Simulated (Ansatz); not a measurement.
**doublet [Si2NH7]+: levels of theory compared**

Wanted: a comparison of 6 runs (UHF/3-21G, U-r2SCAN0/6-31G*, U-wB97M-V/6-31G*, UCAM-B3LYP/6-31G*, RPA@PBE0/6-31G*, UCCSD/6-31G*) of doublet [Si2NH7]+. 

Program for the calculation: Ansatz 0.2.0.

52 further runs of the same task are left out: 52 set aside as unsound or not needed.

## Step 1: The system as given

[Si2NH7]+: 10 atoms, total charge +1, spin state doublet. As SMILES of the parent species, `[SiH3]N[SiH3]`. The coordinates come from a PBE0-D4/def2-TZVP relaxation. That shape belongs to the parent species and isn't relaxed for this state.

Bond lengths: Si1–N2 1.726 Å, N2–Si3 1.726 Å, Si1–H4 1.484 Å, Si1–H5 1.490 Å, Si1–H6 1.488 Å, N2–H7 1.011 Å, Si3–H8 1.484 Å, Si3–H9 1.488 Å, Si3–H10 1.490 Å. Some angles: Si1–N2–Si3 128.9°, Si1–N2–H7 115.5°, Si3–N2–H7 115.5°, N2–Si1–H4 107.4°, N2–Si1–H5 112.6°, N2–Si1–H6 110.9°, N2–Si3–H8 107.4°, N2–Si3–H9 110.9°, N2–Si3–H10 112.6°, H4–Si1–H5 109.0°.

## Step 2: The energy at UHF/3-21G (run 1)

in.yaml reads:

```yaml
crystal:
  periodic: [false, false, false]
  atoms:
    - {symbol: Si, position_ang: [-1.042800, 0.758390, -0.879990]}
    - {symbol: N, position_ang: [0.119990, 0.500410, 0.368670]}
    - {symbol: Si, position_ang: [0.995830, -0.935260, 0.755390]}
    - {symbol: H, position_ang: [-1.373610, -0.567260, -1.458240]}
    - {symbol: H, position_ang: [-0.532280, 1.645360, -1.962590]}
    - {symbol: H, position_ang: [-2.274280, 1.393560, -0.336440]}
    - {symbol: H, position_ang: [0.361990, 1.317290, 0.912940]}
    - {symbol: H, position_ang: [0.403090, -2.042290, -0.034740]}
    - {symbol: H, position_ang: [0.897240, -1.243020, 2.208320]}
    - {symbol: H, position_ang: [2.444830, -0.827180, 0.426680]}
basis:
  gaussian:
    orbitals: 3-21G.json
hamiltonian:
  xc: hf
output:
  orbitals: {seedname: orbitals}
magnetization:
  spin_polarized: true
  initial_magnetization: 1
total_charge: 1
accuracy: high
```

The basis set 3-21G is read from a file made from the Basis Set Exchange's data (not shown).

The run is started by

```sh
$ ansatz run in.yaml --threads 1 --pin off --max-ram 3480MiB --events-out events.jsonl --progress --plain --runs-dir runs
```

Standard output:

```text
Warning: RAYON_NUM_THREADS=1 ignored (pool sized by the plan → 1); use --threads N
Functional definition: HF
  name "HF"
  exchange = exact_x
  correlation = 0
1176 factors; integrals over basis functions are off by at most 5.9e-9 eV
mean field evaluation 1: about -17211.9907 eV, gradient 2.7e1 eV
mean field evaluation 2: about -17212.3153 eV, gradient 2.7e1 eV
mean field evaluation 4: about -17216.5720 eV, gradient 3.9e0 eV
mean field evaluation 8: about -17217.1241 eV, gradient 6.0e-1 eV
mean field evaluation 16: about -17217.1377 eV, gradient 2.3e-8 eV
mean field evaluation 32: about -17216.7324 eV, gradient 5.7e-1 eV
mean field -17217.13769602 eV, -632.7181401337 hartree, gradient 6.0e-8 eV, S^2 0.765574; 0 other end points of the search recorded, 0 dependent functions left out
reference -17217.13769602 eV, -632.7181401337 hartree; 21, 20 occupied and 28, 29 virtual orbitals, 1176 factors
Total energy: -17217.13769602 eV, -632.7181401337 hartree
```

Wall time 0.58 s (1 thread of Intel Xeon 6975P-C (Granite Rapids), shared host); peak memory 0.14 GiB.

## Step 3: The energy at U-r2SCAN0/6-31G(d) (spherical functions) (run 2)

job.yaml reads:

```yaml
crystal:
  periodic: [false, false, false]
  atoms:
    - symbol: Si
      position_ang: [-1.042800, 0.758390, -0.879990]
    - symbol: N
      position_ang: [0.119990, 0.500410, 0.368670]
    - symbol: Si
      position_ang: [0.995830, -0.935260, 0.755390]
    - symbol: H
      position_ang: [-1.373610, -0.567260, -1.458240]
    - symbol: H
      position_ang: [-0.532280, 1.645360, -1.962590]
    - symbol: H
      position_ang: [-2.274280, 1.393560, -0.336440]
    - symbol: H
      position_ang: [0.361990, 1.317290, 0.912940]
    - symbol: H
      position_ang: [0.403090, -2.042290, -0.034740]
    - symbol: H
      position_ang: [0.897240, -1.243020, 2.208320]
    - symbol: H
      position_ang: [2.444830, -0.827180, 0.426680]
basis:
  gaussian: {orbitals: 6-31G_st_-spherical.json}
total_charge: 1
magnetization: {spin_polarized: true, initial_magnetization: 1}
hamiltonian: {xc: {name: r2SCAN0}}
accuracy: high
output: {orbitals: {seedname: orbitals}}
```

The basis set 6-31G* is read from a file made from the Basis Set Exchange's data (not shown).

The run is started by

```sh
$ ansatz run job.yaml --threads 1 --pin off --max-ram 3480MiB --events-out events.jsonl --progress --plain --runs-dir runs
```

Standard output:

```text
Warning: RAYON_NUM_THREADS=1 ignored (pool sized by the plan → 1); use --threads N
Functional definition: r2SCAN0
  name "r2SCAN0"
  parameter a = 0.25
  parameter k0 = 0.174
  parameter k1 = 0.065
  parameter a1 = 4.9479
  exchange = (1 - a)*r2scan_x(k0 = k0, k1 = k1, a1 = a1) + a*exact_x
  correlation = r2scan_c
1509 factors; integrals over basis functions are off by at most 3.5e-9 eV
mean field evaluation 1: about -17335.8005 eV, gradient 4.8e1 eV
mean field evaluation 2: about -17317.8331 eV, gradient 7.3e1 eV
mean field evaluation 4: about -17346.3893 eV, gradient 3.3e0 eV
mean field evaluation 8: about -17346.7055 eV, gradient 6.0e-1 eV
mean field evaluation 16: about -17346.7085 eV, gradient 5.1e-4 eV
mean field -17346.70849131 eV, -637.4797790342 hartree, gradient 3.4e-8 eV, S^2 0.763794; 0 other end points of the search recorded, 0 dependent functions left out
reference -17346.70849314 eV, -637.4797791015 hartree; 21, 20 occupied and 43, 44 virtual orbitals, 1509 factors
Total energy: -17346.70849314 eV, -637.4797791015 hartree
```

Run time: 11 s. Hardware: 1 thread of Intel Xeon 6975P-C (Granite Rapids), shared host; peak memory 0.46 GiB.

Run 3 isn't shown in full; the table further down has it.

## Step 4: A single-point energy at UCAM-B3LYP/6-31G(d) (spherical functions) (run 4)

input.yaml reads:

```yaml
crystal:
  periodic: [false, false, false]
  atoms:
    - {symbol: Si, position_ang: [-1.042800, 0.758390, -0.879990]}
    - {symbol: N, position_ang: [0.119990, 0.500410, 0.368670]}
    - {symbol: Si, position_ang: [0.995830, -0.935260, 0.755390]}
    - {symbol: H, position_ang: [-1.373610, -0.567260, -1.458240]}
    - {symbol: H, position_ang: [-0.532280, 1.645360, -1.962590]}
    - {symbol: H, position_ang: [-2.274280, 1.393560, -0.336440]}
    - {symbol: H, position_ang: [0.361990, 1.317290, 0.912940]}
    - {symbol: H, position_ang: [0.403090, -2.042290, -0.034740]}
    - {symbol: H, position_ang: [0.897240, -1.243020, 2.208320]}
    - {symbol: H, position_ang: [2.444830, -0.827180, 0.426680]}
basis:
  gaussian: {orbitals: 6-31G_st_-spherical.json}
total_charge: 1
magnetization: {spin_polarized: true, initial_magnetization: 1}
hamiltonian: {xc: {name: CAM-B3LYP}}
accuracy: high
output: {orbitals: {seedname: orbitals}}
```

The basis set 6-31G* is read from a file made from the Basis Set Exchange's data (not shown).

The run is started by

```sh
$ ansatz run input.yaml --threads 1 --pin off --max-ram 3480MiB --events-out events.jsonl --progress --plain --runs-dir runs
```

Standard output:

```text
Warning: RAYON_NUM_THREADS=1 ignored (pool sized by the plan → 1); use --threads N
Functional definition: CAM-B3LYP
  name "CAM-B3LYP"
  parameter alpha = 0.19
  parameter beta = 0.46
  parameter omega = 0.33/bohr
  parameter ac = 0.81
  exchange = (1 - alpha - beta)*b88_x + beta*b88_x_sr(omega) + alpha*exact_x + beta*exact_x_lr(omega)
  correlation = (1 - ac)*vwn5_c + ac*lyp_c
1509 factors; integrals over basis functions are off by at most 3.5e-9 eV
431 factors; integrals over basis functions are off by at most 2.0e-9 eV
mean field evaluation 1: about -17338.3616 eV, gradient 4.8e1 eV
mean field evaluation 2: about -17327.4348 eV, gradient 6.5e1 eV
mean field evaluation 4: about -17348.5895 eV, gradient 2.2e0 eV
mean field evaluation 8: about -17348.8318 eV, gradient 1.1e-1 eV
mean field evaluation 16: about -17348.8322 eV, gradient 2.1e-4 eV
mean field -17348.83215606 eV, -637.5578222745 hartree, gradient 3.1e-8 eV, S^2 0.759276; 0 other end points of the search recorded, 0 dependent functions left out
reference -17348.83217718 eV, -637.5578230504 hartree; 21, 20 occupied and 43, 44 virtual orbitals, 1509 factors
Total energy: -17348.83217718 eV, -637.5578230504 hartree
```

It took 6.6 s on 1 thread of Intel Xeon 6975P-C (Granite Rapids), shared host; peak memory 0.34 GiB.

Run 5 isn't shown in full; the table further down has it.

## Step 5: The energy at UCCSD/6-31G(d) (spherical functions) (run 6)

run.yaml reads:

```yaml
crystal:
  periodic: [false, false, false]
  atoms:
    - {symbol: Si, position_ang: [-1.042800, 0.758390, -0.879990]}
    - {symbol: "N", position_ang: [0.119990, 0.500410, 0.368670]}
    - {symbol: Si, position_ang: [0.995830, -0.935260, 0.755390]}
    - {symbol: H, position_ang: [-1.373610, -0.567260, -1.458240]}
    - {symbol: H, position_ang: [-0.532280, 1.645360, -1.962590]}
    - {symbol: H, position_ang: [-2.274280, 1.393560, -0.336440]}
    - {symbol: H, position_ang: [0.361990, 1.317290, 0.912940]}
    - {symbol: H, position_ang: [0.403090, -2.042290, -0.034740]}
    - {symbol: H, position_ang: [0.897240, -1.243020, 2.208320]}
    - {symbol: H, position_ang: [2.444830, -0.827180, 0.426680]}
basis:
  gaussian:
    orbitals: 6-31G_st_-spherical.json
accuracy: high
magnetization:
  spin_polarized: true
  initial_magnetization: 1
scf:
  omitted_lower_state_checks: [cluster_reference, increment]
total_charge: 1
correlation:
  method: ccsd
  frozen_orbitals: {H: 0, "N": 1, Si: 5}
```

The basis set 6-31G* is read from a file made from the Basis Set Exchange's data (not shown).

The run is started by

```sh
$ ansatz run run.yaml --threads 1 --pin off --max-ram 3480MiB --events-out events.jsonl --progress --plain --runs-dir runs
```

Standard output (excerpt; [...] marks lines left out):

```text
Warning: RAYON_NUM_THREADS=1 ignored (pool sized by the plan → 1); use --threads N
[... 2 set-up lines as earlier in the session ...]
[...]
1509 factors; integrals over basis functions are off by at most 3.5e-9 eV
[...]
mean field -17308.24845044 eV, -636.0663986015 hartree, gradient 3.8e-8 eV, S^2 0.764117; 1 other end points of the search recorded, 0 dependent functions left out
11 core orbitals not correlated: weight in the atoms' cores, before any rotation towards them, 1.000 or more for the frozen orbitals, at most 0.000 for the correlated occupied ones
reference -17308.24845044 eV, -636.0663986015 hartree; 10, 9 occupied and 43, 44 virtual orbitals, 1509 factors
second order -7.68908682 eV of doubles, -0.00000000 eV of singles
cycle   1  -8.68902238 eV  change    -1.0e0 eV  update   9.8e-2
[...]
cycle  24  -9.27832262 eV  change  -3.3e-10 eV  update   1.5e-9
Total energy: -17317.52677305 eV, -636.4073706685 hartree
Checks for a lower state left out: cluster_reference, increment
```

Run time: 6 s. Hardware: 1 thread of Intel Xeon 6975P-C (Granite Rapids), shared host; peak memory 0.38 GiB.

## Step 6: Overview of the runs

| run | level | frozen core orbitals | energy (Eh) | HOMO energy (eV) | LUMO energy (eV) | ⟨S²⟩ | wall time |
| --- | --- | --- | --- | --- | --- | --- | --- |
| 1 | UHF/3-21G | – | -632.718140 | -17.97 | -6.53 | 0.766 | 0.58 s |
| 2 | U-r2SCAN0/6-31G* (spherical functions) | – | -637.479779 | -14.94 | -11.26 | 0.764 | 11 s |
| 3 | U-wB97M-V/6-31G* (spherical functions) | – | -637.492178 | -16.83 | -9.61 | 0.757 | 40 s |
| 4 | UCAM-B3LYP/6-31G* (spherical functions) | – | -637.557823 | -16.09 | -10.44 | 0.759 | 6.6 s |
| 5 | RPA@PBE0/6-31G* (spherical functions) | 11 | -636.543758 | – | – | 0.759 | 7.2 s |
| 6 | UCCSD/6-31G* (spherical functions) | 11 | -636.407371 | – | – | 0.764 | 6 s |

## Step 7: Outcome

| quantity | value |
| --- | --- |
| run 6: total energy | -636.40737 Eh |
| run 6: correlation energy (11 core orbitals frozen) | -341.0 mEh |
| run 6: ⟨S²⟩ of the reference determinant | 0.764 |
| run 6: T1 diagnostic | 0.035 |

Totals of different functionals can't be ranked against each other. All runs together took 71 s, the longest 40 s.
